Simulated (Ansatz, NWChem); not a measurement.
**The same job for Ansatz**

This NWChem 7.3.0 job computes SiS (SMILES [Si-]#[S+]):

ssi.nw:
```
start ssi
title "SSi"
memory 2200 mb
geometry noautosym nocenter noautoz
 Si     0.000000     0.000000     0.000000
 S      0.000000     0.000000     1.929321
end
basis spherical bse
 Si library cc-pVTZ
 S library cc-pVTZ
end
scf
 singlet
 rhf
 thresh 1e-08
 maxiter 80
end
ccsd
 freeze core 10
 maxiter 60
end
task ccsd(t) energy
```

```bash
$ nwchem ssi.nw > ssi.out
```

Geometry: the measured bond length.

It gives a total energy of -686.805069 Eh.

How is this level of theory, on these atoms, set up in Ansatz 0.2.0 as an input file of the program's own?

For example:

input.yaml:
```yaml
crystal:
  periodic: [false, false, false]
  atoms:
    - {symbol: Si, position_ang: [0.000000, 0.000000, 0.000000]}
    - {symbol: S, position_ang: [0.000000, 0.000000, 1.929321]}
basis:
  gaussian:
    orbitals: cc-pVTZ
total_charge: 0
correlation:
  method: ccsd_t
  frozen_orbitals: {S: 5, Si: 5}
accuracy: high
scf:
  omitted_lower_state_checks: [cluster_reference, increment]
```

```bash
$ ansatz run input.yaml --threads 1 --pin off --max-ram 3480MiB --events-out events.jsonl --progress --plain --runs-dir runs
```

Its energy is -686.805069 Eh, 0.000 mEh from the first.
